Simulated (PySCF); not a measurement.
# CH2S (methanethial): the cost of one run

Computed with PySCF 2.14.0 and routines of our own; the level stands in each step. Atoms count from 0.

## 1. The starting structure

4 atoms, charge 0, multiplicity 1; geometry from: GFN2-xTB.

## 2. Geometry optimisation at PBE0-D3(BJ)/def2-TZVP

What the job is given:

```
{"job": {"xc": "PBE0", "basis": "def2-TZVP", "d3": "d3bj", "grid": 2, "kind": "geom"}, "charge": 0, "multiplicity": 1}
C     -0.114941     0.005328     0.002935
S      1.483938    -0.052156     0.134838
H     -0.612125     0.819079    -0.508706
H     -0.746638    -0.767478     0.421236
```

Started as:

```bash
$ OMP_NUM_THREADS=1 python excited_run.py task.json out
```

The driver reads the jobs from task.json and runs them one after another.

**Question.** How long does this first job take on 1 thread of Intel Xeon Platinum 8259CL at 2.50GHz, shared host, and how much memory does it need?

About 6.7 s, with a peak of 0.33 GiB.
